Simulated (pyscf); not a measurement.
PySCF, gas phase, ωB97X-D3(BJ)/def2-SVP geometries.

Question: For the elementary gas-phase step H₃C–Si(CH₃)(O•)–OH + H₂ → H₃C–Si(CH₃)(OH)–OH + H• (doublet surface; H–H broken, H–O formed), what barrier and reaction energy does ωB97M-D3(BJ)/def2-TZVP give, measured from the separated reactants?

Answer: ΔE‡ = 17.4 kJ/mol, ΔE = -55.7 kJ/mol. Zero-point energy shifts the barrier by +0.3 kJ/mol. It is a hydrogen abstraction, with an imaginary mode of 974i cm⁻¹. One saddle was located; it need not be the lowest between these sides. The angle at the transferred H is 161°.
